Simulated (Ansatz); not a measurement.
A nudged elastic band was laid between two geometries of H$_{6}$OSi$_{2}$ (9 atoms, charge 0, multiplicity 1).

Theory: RHF/def2-SVP (Ansatz).

- movable images: 9
- climbing image: yes
- spring: 0.5 eV/Å²
- optimiser: quadratic models (default)
- start path: through a guess of the saddle point
- force threshold: 0.05 eV/Å
- iteration limit: 60
- end points: relaxed

First end point:

```xyz
9
Properties=species:S:1:pos:R:3
Si 0.381 0.045 -0.219
O -0.074 -0.232 1.328
Si -0.589 -0.488 2.859
H -1.565 -1.601 2.883
H 0.562 -0.831 3.724
H -1.237 0.736 3.383
H 1.851 -0.073 -0.337
H -0.030 1.407 -0.629
H -0.259 -0.943 -1.116
```

Last end point:

```xyz
9
Properties=species:S:1:pos:R:3
Si 0.209 0.163 -0.795
O 0.728 -0.286 1.184
Si -0.317 -0.461 2.519
H -1.206 -1.606 2.276
H 0.554 -0.712 3.686
H -1.066 0.793 2.669
H 1.650 -0.490 1.273
H -0.530 1.388 -0.294
H -0.981 -0.769 -0.642
```

(1) Which bonds break or form, and what moves?

(2) Give the energies along the band, and the barrier.

(3) What is the geometry of the highest image?

Answers

(1) Bonds broken: Si1–H7. Bonds formed: O2–H7.

(2) It converged. The highest image is number 6 of 0 to 10, 4.35 eV above the first end and 1.55 eV above the last; the last end lies 2.80 eV above the first. Neighbouring images differ by up to 1.8 eV, so the band resolves the path poorly. Another band between the same ends (9 images) ends at a top of the same energy, where a vibrational analysis finds 2 clearly imaginary modes. The orbitals stay closed-shell, which can raise the energy where a bond breaks towards radicals; this wasn't checked here.

```csv
image,path coordinate (Å),energy (eV),Si1–H7 (Å),O2–H7 (Å)
0,0.00,0.00,1.48,2.55
1,0.46,0.00,1.48,2.55
2,0.92,0.00,1.48,2.56
3,1.34,0.07,1.47,2.43
4,1.75,0.76,1.47,2.09
5,2.16,2.56,1.50,1.67
6,2.58,4.35,1.63,1.23
7,2.99,3.30,2.02,0.97
8,3.41,2.91,2.43,0.95
9,3.83,2.83,2.55,0.95
10,4.24,2.80,2.60,0.95
```

(3) 
```xyz
9
Properties=species:S:1:pos:R:3
Si 0.382 0.096 -0.547
O 0.342 -0.138 1.301
Si -0.401 -0.495 2.755
H -1.243 -1.700 2.604
H 0.652 -0.744 3.759
H -1.240 0.650 3.166
H 1.379 -0.351 0.667
H -0.122 1.478 -0.769
H -0.708 -0.778 -1.061
```

Time of the run: 2.1 min on 1 thread of Intel(R) Xeon(R) 6975P-C (Granite Rapids), with other jobs on the host, peak memory 0.15 GiB.
